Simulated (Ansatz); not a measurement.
# Al2H4S: the cost of one run

All numbers are computed with Ansatz 0.2.0 through its Python package. The levels of theory stand in the script.

### Step 1. The system

Bond lengths: Al1–S2 2.220 Å, S2–Al3 2.240 Å, Al1–H4 1.592 Å, Al1–H5 1.641 Å, Al3–H6 1.626 Å, Al3–H7 1.624 Å. Angles: Al1–S2–Al3 90.1°, S2–Al1–H4 122.5°, S2–Al1–H5 120.5°, H4–Al1–H5 117.0°, S2–Al3–H6 120.7°, S2–Al3–H7 121.7°, H6–Al3–H7 117.5°.

No structure file is read: the coordinates are typed or built in the script.

### Step 2. The code

File composite_al2h4s.py:

```python
import itertools
import warnings

import ansatz as az
from ase.data import atomic_numbers, covalent_radii
import numpy as np

GEOMETRY = '''
Al   -1.37150    0.26180   -0.73820
S    -0.89400   -1.00500    1.02180
Al    1.26640   -0.43670    0.85190
H    -1.29770   -0.28490   -2.23160
H    -1.79780    1.83380   -0.54020
H     1.85050    0.85660    1.64530
H     2.30550   -1.29360   -0.05490
'''

warnings.simplefilter('ignore', az.DeckWarning)

molecule = az.Crystal.molecule()
for line in GEOMETRY.strip().splitlines():
    symbol, *xyz = line.split()
    molecule = molecule.atom(symbol, [float(v) for v in xyz])

base = molecule.calculation()
base = base.basis(gaussian='def2-SVP').functional('r2scan')
base = base.scf(lower_state_search='light')
symbols = [site.symbol for site in molecule.cartesian_sites]
start = np.array([site.position_ang for site in molecule.cartesian_sites], dtype=float)
data = base.relax(force_tolerance=0.01).run(threads=1).report
end = np.array(data['positions_ang'])
radius = [covalent_radii[atomic_numbers[s]] for s in symbols]
span = lambda where, i, j: np.linalg.norm(where[i] - where[j])
bonded = [(i, j) for i, j in itertools.combinations(range(len(symbols)), 2) if min(span(start, i, j), span(end, i, j)) < 1.2 * (radius[i] + radius[j])]
print('pair        before    after (A)')
for i, j in bonded:
    print(f'{symbols[i]}{i}-{symbols[j]}{j}'.ljust(10), f'{span(start, i, j):8.4f} {span(end, i, j):8.4f}')

minimum = az.Crystal.molecule()
for symbol, place in zip(symbols, end):
    minimum = minimum.atom(symbol, place.tolist())
at_minimum = minimum.calculation()
level = lambda method, basis: at_minimum.basis(gaussian=basis).correlation(method).run(threads=1).report
small, large, cluster = level('mp2', 'cc-pVDZ'), level('mp2', 'cc-pVTZ'), level('ccsd_t', 'cc-pVDZ')
corr = lambda each: (each['free_energy_ev'] - each['reference_energy_ev']) / 27.211386246
mp2_limit = (27 * corr(large) - 8 * corr(small)) / 19
pieces = {'HF / cc-pVTZ': large['reference_energy_ev'] / 27.211386246, 'MP2 correlation, DZ-TZ limit': mp2_limit, 'CCSD(T) - MP2 / cc-pVDZ': corr(cluster) - corr(small)}
for name, value in pieces.items():
    print(f'{name:32s} {value:14.6f} Ha')
print(f'{"sum":32s} {sum(pieces.values()):14.6f} Ha')
print('T1 diagnostic', round(cluster['correlation']['coupled_cluster']['t1_diagnostic'], 4))
```

### Step 3. The calls as engine input

The engine receives this input (first run):

```yaml
crystal:
  periodic: [false, false, false]
  atoms:
    - { symbol: Al, position_ang: [-1.3715, 0.2618, -0.7382] }
    - { symbol: S, position_ang: [-0.894, -1.005, 1.0218] }
    - { symbol: Al, position_ang: [1.2664, -0.4367, 0.8519] }
    - { symbol: H, position_ang: [-1.2977, -0.2849, -2.2316] }
    - { symbol: H, position_ang: [-1.7978, 1.8338, -0.5402] }
    - { symbol: H, position_ang: [1.8505, 0.8566, 1.6453] }
    - { symbol: H, position_ang: [2.3055, -1.2936, -0.0549] }
basis:
  gaussian:
    orbitals: def2-SVP
hamiltonian:
  xc: r2scan
scf:
  lower_state_search: light
relax:
  f_tol: 0.01
```

### Step 4. Running it

On the command line:

```sh
$ python composite_al2h4s.py
```

Q: Estimate wall time and peak memory on 1 thread of Arm Neoverse V1, shared host.

About 1.8 min, with a peak of 0.34 GiB.
